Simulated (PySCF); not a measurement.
## How the method changes the constants of Mg2

State: ¹Σg⁺ (singlet), closed shell. Set-up: basis Mg 6-31G(d,p); no relativity; PySCF 2.14. De refers to Mg + Mg in their ground configurations, without counterpoise correction. Levels whose curve was spin-contaminated or gave no clean fit are not listed.

```
  Level  Re (Å)  ωe (cm⁻¹)  De (eV)
    PBE   3.498        104    0.143
 r²SCAN   3.504        106    0.130
  M06-L   3.469       97.9    0.103
r²SCANh   3.536        101    0.119
   PBE0   3.576       93.8    0.112
```

The bond length runs from 3.469 Å (M06-L) to 3.576 Å (PBE0). De spans 0.10 eV (M06-L, meta-GGA) to 0.14 eV (PBE, GGA).

Closed-shell solutions of metal pairs were not tested for spin polarisation, which can lower them a little. The bond is weak. Basis-set superposition, not corrected here, can be much of De in a small basis, most of all at correlated wavefunction levels. Functionals without a dispersion term scatter widely for such bonds, and LDA overbinds them.
